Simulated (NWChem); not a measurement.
Total energies of nitric oxide (NO)

```
N
O 1 1.1424
```
Charge 0, spin multiplicity 2.

The numbers come from NWChem runs, not from measurements. All single points use one geometry, from UPBE0/def2-SVP, a minimum by its harmonic frequencies.

Basis set: cc-pVTZ (60 functions).

```
method      total energy (Ha)
----------  -----------------
UHF                -129.29774
UMP2               -129.69341
UB2PLYP            -129.85934
UPBE               -129.80849
UB3LYP             -129.94049
UBHandHLYP         -129.87246
```

Total energies of different functionals aren't comparable as a measure of quality: only differences taken within one method are. 

The correlated methods keep 2 core orbitals frozen. B3LYP has NWChem's definition, with VWN1-RPA local correlation. The unpaired electrons of the parent sit in orbitals of symmetry b2 (C2v labels of the run); other states weren't searched. No SCF solution was tested for a lower state. Open-shell Hartree-Fock references start from PBE0 orbitals.
